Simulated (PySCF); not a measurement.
Species: C5H6S.
SMILES with atom numbers: `[CH3:1][c:2]1[cH:3][cH:4][s:5][cH:6]1` (hydrogens: H7, H8, H9 on C1; H10 on C3; H11 on C4; H12 on C6)

Computed by this run: PBE0-D3(BJ)/def2-SVP geometry optimisation, gas phase (PySCF); density fitting, grid level 1; the optimiser is geomeTRIC in internal coordinates, started from an MMFF94s structure.

Step 0: E = -16100.9464 eV
```
atom  x, y, z in Å  |  force x, y, z in eV/Å
C1     -1.7346   -0.1642    0.0818    0.136   0.088   0.057
C2     -0.2702    0.1017   -0.0035    0.551   0.249   0.027
C3      0.7454   -0.9019    0.1200    0.335   0.619  -0.126
C4      2.0174   -0.3881   -0.0020   -0.462  -0.220   0.029
S5      2.0032    1.2992   -0.2687    0.047   0.024  -0.030
C6      0.2942    1.3446   -0.2220   -0.181  -0.444   0.096
H7     -2.2747    0.7170    0.4434   -0.119   0.110  -0.013
H8     -2.1274   -0.4294   -0.9049   -0.214  -0.106  -0.176
H9     -1.9416   -0.9903    0.7698   -0.070  -0.148   0.061
H10     0.5499   -1.9539    0.2914   -0.097  -0.265   0.060
H11     2.9557   -0.9226    0.0519    0.261  -0.156   0.024
H12    -0.2174    2.2880   -0.3573   -0.188   0.248  -0.009
```

Question: Estimate the geometry and energy of step 1. (The exact step hangs on the optimiser's Hessian estimate; all steps are aligned on step 0, rigid shifts and turns removed.)

Answer: E = -16100.9646 eV, largest force 0.207 eV/Å
```
atom  x, y, z in Å  |  force x, y, z in eV/Å
C1     -1.7311   -0.1649    0.0752    0.062   0.043   0.008
C2     -0.2596    0.1119   -0.0184   -0.149   0.040   0.061
C3      0.7491   -0.8968    0.0646    0.052  -0.097   0.175
C4      2.0217   -0.3989   -0.0121   -0.023   0.011  -0.168
S5      2.0108    1.3013   -0.2395    0.067   0.083   0.121
C6      0.2960    1.3590   -0.1718    0.004  -0.014  -0.122
H7     -2.3035    0.7545    0.2691    0.040  -0.030  -0.020
H8     -2.1229   -0.6105   -0.8545    0.035  -0.016   0.016
H9     -1.9398   -0.8715    0.8933   -0.036   0.003  -0.020
H10     0.5351   -1.9567    0.2183   -0.022   0.011  -0.034
H11     2.9654   -0.9418    0.0399   -0.032   0.006  -0.022
H12    -0.2215    2.3146   -0.2641    0.003  -0.042   0.005
```

The energy changes by -0.0182 eV. The first-order estimate −F·Δx gives -0.0356 eV and the mean of the old and new forces, exact on a quadratic surface, -0.0140 eV. The step makes an angle of 86° with the force vector and moves no atom by more than 0.188 Å.

What follows is the cost of the whole optimisation. Cost: about 50 s of CPU time on one thread; the machine was shared, so the figure is rough.
